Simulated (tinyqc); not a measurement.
MP2 on RHF in the sto-6g basis, frozen core, for OH-, spin multiplicity 1, step by step. The basis has no diffuse functions, so it cannot describe the extra electron: this is an exercise in the method, not the real anion. Computed by tinyqc, a small Python program that keeps every step (integrals from PySCF). Settings: charge = -1, multiplicity = 1, basis = sto-6g, method = RHF, frozen orbitals = 1, energy threshold = 1e-10, iteration cap = 70, orthogonalisation = canonical, start = Wolfsberg-Helmholz matrix, DIIS depth = 6. Command: `OMP_NUM_THREADS=1 python tinyqc.py 24521 24522 out.jsonl` (the two numbers bound the seeds that draw the settings). One thread of a shared host (Intel(R) Xeon(R) Processor @ 2.60GHz), about 0.1 s of CPU time with the checks. The early iterations of the SCF are left out here.

## One-electron integrals

Geometry (angstrom):
```
atom         x         y         z
O     0.000000  0.000000  0.000000
H     0.000000  0.000000  1.289000
```

Basis sto-6g: exponents (1/bohr^2) and contraction coefficients of normalised primitives:
```
element  l (shell)     exponent  coefficient
O            s (1)  1355.584234     0.009164
O            s (1)   248.544885     0.049361
O            s (1)    69.533902     0.168538
O            s (1)    23.886772     0.370563
O            s (1)     9.275933     0.416492
O            s (1)     3.820341     0.130334
O            s (2)    52.187762    -0.013253
O            s (2)    10.329320    -0.046992
O            s (2)     3.210345    -0.033785
O            s (2)     1.235135     0.250242
O            s (2)     0.536420     0.595117
O            s (2)     0.245881     0.240706
O            p (3)    52.187762     0.003760
O            p (3)    10.329320     0.037679
O            p (3)     3.210345     0.173897
O            p (3)     1.235135     0.418036
O            p (3)     0.536420     0.425860
O            p (3)     0.245881     0.101708
H            s (1)    35.523221     0.009164
H            s (1)     6.513144     0.049361
H            s (1)     1.822143     0.168538
H            s (1)     0.625955     0.370563
H            s (1)     0.243077     0.416492
H            s (1)     0.100112     0.130334
```

Overlap, kinetic and nuclear-attraction integrals over the contracted functions; the nuclear repulsion is the sum of Za Zb / Rab.

nuclear repulsion = 3.28426508 hartree

overlap S, lower triangle:
```
           1O 1s     1O 2s    1O 2px    1O 2py    1O 2pz     2H 1s
1O 1s   1.000000
1O 2s   0.231145  1.000000
1O 2px  0.000000  0.000000  1.000000
1O 2py  0.000000  0.000000  0.000000  1.000000
1O 2pz  0.000000  0.000000  0.000000  0.000000  1.000000
2H 1s   0.025769  0.288828  0.000000  0.000000  0.268727  1.000000
```

kinetic energy T (hartree), lower triangle:
```
            1O 1s     1O 2s    1O 2px    1O 2py    1O 2pz     2H 1s
1O 1s   29.327197
1O 2s   -0.896024  0.842618
1O 2px   0.000000  0.000000  2.531309
1O 2py   0.000000  0.000000  0.000000  2.531309
1O 2pz   0.000000  0.000000  0.000000  0.000000  2.531309
2H 1s   -0.006403  0.020886  0.000000  0.000000  0.095930  0.768522
```

nuclear attraction V (hartree), lower triangle:
```
             1O 1s      1O 2s     1O 2px     1O 2py     1O 2pz      2H 1s
1O 1s   -61.668848
1O 2s    -6.246174  -9.410203
1O 2px    0.000000   0.000000  -9.390013
1O 2py    0.000000   0.000000   0.000000  -9.390013
1O 2pz   -0.009057  -0.106935   0.000000   0.000000  -9.449393
2H 1s    -0.795344  -1.971246   0.000000   0.000000  -1.623696  -4.492392
```

core Hamiltonian H = T + V (hartree), lower triangle:
```
             1O 1s      1O 2s     1O 2px     1O 2py     1O 2pz      2H 1s
1O 1s   -32.341651
1O 2s    -7.142198  -8.567585
1O 2px    0.000000   0.000000  -6.858704
1O 2py    0.000000   0.000000   0.000000  -6.858704
1O 2pz   -0.009057  -0.106935   0.000000   0.000000  -6.918085
2H 1s    -0.801747  -1.950360   0.000000   0.000000  -1.527766  -3.723870
```

## Two-electron integrals

Functions are numbered as in S; the eight-fold symmetry (ij|kl) = (ji|kl) = (kl|ij) leaves the list below.

Two-electron integrals (ij|kl) in chemists' order, unique and non-zero (hartree):
```
(11|11) 4.787491   (21|11) 0.675884   (21|21) 0.121505   (22|11) 1.117379
(22|21) 0.249212   (22|22) 0.817383   (31|31) 0.025762   (32|31) 0.039145
(32|32) 0.180664   (33|11) 1.117381   (33|21) 0.249212   (33|22) 0.817382
(33|33) 0.880663   (41|41) 0.025762   (42|41) 0.039145   (42|42) 0.180664
(43|43) 0.047461   (44|11) 1.117381   (44|21) 0.249212   (44|22) 0.817382
(44|33) 0.785741   (44|44) 0.880663   (51|51) 0.025762   (52|51) 0.039145
(52|52) 0.180664   (53|53) 0.047461   (54|54) 0.047461   (55|11) 1.117381
(55|21) 0.249212   (55|22) 0.817382   (55|33) 0.785741   (55|44) 0.785741
(55|55) 0.880663   (61|11) 0.080022   (61|21) 0.013805   (61|22) 0.027754
(61|33) 0.027696   (61|44) 0.027696   (61|51) 0.000677   (61|52) 0.001333
(61|55) 0.027869   (61|61) 0.001598   (62|11) 0.220893   (62|21) 0.050085
(62|22) 0.185305   (62|33) 0.182092   (62|44) 0.182092   (62|51) 0.004029
(62|52) 0.031352   (62|55) 0.191732   (62|61) 0.005738   (62|62) 0.055497
(63|31) 0.005204   (63|32) 0.030444   (63|53) 0.006277   (63|63) 0.007274
(64|41) 0.005204   (64|42) 0.030444   (64|54) 0.006277   (64|64) 0.007274
(65|11) 0.172317   (65|21) 0.039579   (65|22) 0.155993   (65|33) 0.149318
(65|44) 0.149318   (65|51) 0.007880   (65|52) 0.054480   (65|55) 0.169344
(65|61) 0.004711   (65|62) 0.056734   (65|65) 0.064462   (66|11) 0.406445
(66|21) 0.093831   (66|22) 0.399052   (66|33) 0.384942   (66|44) 0.384942
(66|51) 0.008434   (66|52) 0.092742   (66|55) 0.427272   (66|61) 0.010810
(66|62) 0.162082   (66|65) 0.188225   (66|66) 0.774999
```

## Orthogonalisation

S = U s U^T; canonical form X = U s^(-1/2), so that X^T S X = 1. Each column of U has its largest component positive (the first on a tie).

eigenvalues of S: 0.575484  0.846501  1.000000  1.000000  1.133073  1.444941

X:
```
                1          2          3         4          5         6
1O 1s    0.371466   0.717831   0.000000  0.000000  -0.570142  0.283441
1O 2s   -0.776286  -0.438641   0.000000  0.000000  -0.360586  0.487220
1O 2px   0.000000   0.000000  -0.507834  0.861455   0.000000  0.000000
1O 2py   0.000000   0.000000   0.861455  0.507834   0.000000  0.000000
1O 2pz  -0.534077   0.597599   0.000000  0.000000   0.585909  0.316313
2H 1s    0.843696  -0.341352   0.000000  0.000000   0.290141  0.523730
```

Within a degenerate level the vectors are fixed only up to a rotation; this is one choice.

## Iteration 6 (converged): orbitals

converged F (hartree), lower triangle:
```
             1O 1s      1O 2s    1O 2px    1O 2py     1O 2pz     2H 1s
1O 1s   -19.768796
1O 2s    -4.800691  -1.711760
1O 2px    0.000000   0.000000  0.174895
1O 2py    0.000000   0.000000  0.000000  0.174895
1O 2pz   -0.014118   0.016699  0.000000  0.000000   0.539186
2H 1s    -0.541193  -0.415456  0.000000  0.000000  -0.250425  0.087645
```

Diagonalise F' = X^T F X, C = X C', fill 5 alpha and 5 beta electrons from the bottom; D = 2 C_occ C_occ^T. Each column has its largest component positive (the first on a tie).

F' = X^T F X (hartree), lower triangle:
```
           1          2         3         4          5          6
1  -0.324388
2  -2.983124  -7.067780
3   0.000000   0.000000  0.174895
4   0.000000   0.000000  0.000000  0.174895
5   2.403884   7.823413  0.000000  0.000000  -8.246867
6  -1.540248  -4.693224  0.000000  0.000000   5.472921  -3.695552
```

orbital energies (hartree): MO1 -19.771840, MO2 -0.596771, MO3 0.080912, MO4 0.174895, MO5 0.174895, MO6 0.953112

coefficients C:
```
              MO1        MO2        MO3       MO4        MO5        MO6
1O 1s    0.996883  -0.239893   0.067782  0.000000   0.000000  -0.052440
1O 2s    0.013399   0.968453  -0.368326  0.000000   0.000000   0.297803
1O 2px   0.000000   0.000000   0.000000  0.111685   0.993744   0.000000
1O 2py   0.000000   0.000000   0.000000  0.993744  -0.111685   0.000000
1O 2pz   0.001256  -0.004608   0.477822  0.000000   0.000000   0.925942
2H 1s   -0.002302   0.159068   0.778438  0.000000   0.000000  -0.745349
```

D after iteration 6, lower triangle:
```
            1O 1s      1O 2s    1O 2px    1O 2py    1O 2pz     2H 1s
1O 1s    2.111839
1O 2s   -0.487868   2.147490
1O 2px   0.000000   0.000000  2.000000
1O 2py   0.000000   0.000000  0.000000  2.000000
1O 2pz   0.069490  -0.360880  0.000000  0.000000  0.456674
2H 1s    0.024620  -0.265399  0.000000  0.000000  0.742438  1.262547
```

Within a degenerate level the vectors are fixed only up to a rotation; this is one choice.

## Convergence

Stop when the energy changes by less than 1e-10 hartree and every element of the error matrix X^T (F D S - S D F) X is below 3e-06.

Course of the cycle:
```
iteration   E (hartree)     change  largest element of the error matrix
1          -74.13704035          -                             5.42e-01
2          -74.76344802  -6.26e-01                             5.43e-02
3          -74.76496712  -1.52e-03                             1.20e-02
4          -74.76504280  -7.57e-05                             4.33e-04
5          -74.76504293  -1.35e-07                             3.42e-06
6          -74.76504293  -1.13e-11                             3.96e-09
```

PySCF RHF in the same basis = -74.76504293 hartree

Converged in 6 iterations.

## Integrals over molecular orbitals

(pq|rs) = sum C_ip C_jq C_kr C_ls (ij|kl), one index at a time.

one-electron integrals over orbitals h = C^T H C (hartree), lower triangle:
```
            1          2          3          4          5          6
1  -32.328954
2    0.624422  -7.209059
3   -0.173374   0.661950  -4.855979
4    0.000000   0.000000   0.000000  -6.858704
5    0.000000   0.000000   0.000000   0.000000  -6.858704
6    0.138167  -0.679056  -1.578101   0.000000   0.000000  -5.771979
```

Two-electron integrals over orbitals (pq|rs), unique and non-zero (hartree); the lowest 1 orbital is frozen and left out:
```
(22|22) 0.750540    (32|22) -0.070178   (32|32) 0.109419    (33|22) 0.545680
(33|32) 0.028434    (33|33) 0.613663    (42|42) 0.161898    (43|42) -0.037332
(43|43) 0.025678    (44|22) 0.778658    (44|32) -0.092873   (44|33) 0.525820
(44|44) 0.880663    (52|52) 0.161898    (53|52) -0.037332   (53|53) 0.025678
(54|54) 0.047461    (55|22) 0.778658    (55|32) -0.092873   (55|33) 0.525820
(55|44) 0.785741    (55|55) 0.880663    (62|22) 0.070313    (62|32) 0.057884
(62|33) 0.002876    (62|44) 0.074757    (62|55) 0.074757    (62|62) 0.113303
(63|22) 0.168030    (63|32) -0.101382   (63|33) -0.025951   (63|44) 0.184628
(63|55) 0.184628    (63|62) 0.015820    (63|63) 0.187197    (64|42) 0.027879
(64|43) 0.015645    (64|64) 0.037831    (65|52) 0.027879    (65|53) 0.015645
(65|65) 0.037831    (66|22) 0.676585    (66|32) -0.001743   (66|33) 0.600742
(66|44) 0.670527    (66|55) 0.670527    (66|62) 0.074644    (66|63) 0.083635
(66|66) 0.705614
```

## Second-order Moller-Plesset energy

Hartree-Fock energy = -74.76504293 hartree

E2 = sum_ijab (ia|jb) [2 (ia|jb) - (ib|ja)] / (e_i + e_j - e_a - e_b) over occupied i, j and virtual a, b; the opposite-spin part is (ia|jb)^2 / denominator, the rest is same-spin, and SCS-MP2 scales them by 6/5 and 1/3.

Terms:
```
i  j  a  b   (ia|jb)   (ib|ja)  denominator       term
3  3  6  6  0.187197  0.187197    -1.744399  -0.020089
2  2  6  6  0.113303  0.113303    -3.099765  -0.004141
5  5  6  6  0.037831  0.037831    -1.556433  -0.000920
4  4  6  6  0.037831  0.037831    -1.556433  -0.000920
2  3  6  6  0.015820  0.015820    -2.422082  -0.000103
3  2  6  6  0.015820  0.015820    -2.422082  -0.000103
```

Pair energies (hartree; pair i-j sums ij and ji):
```
pair  opposite spin  same spin
2-2       -0.004141   0.000000
3-2       -0.000207   0.000000
3-3       -0.020089   0.000000
4-4       -0.000920   0.000000
5-5       -0.000920   0.000000
```

MP2 correlation energy = -0.02627586 hartree

SCS-MP2 correlation energy = -0.03153103 hartree

MP2 total energy = -74.79131879 hartree
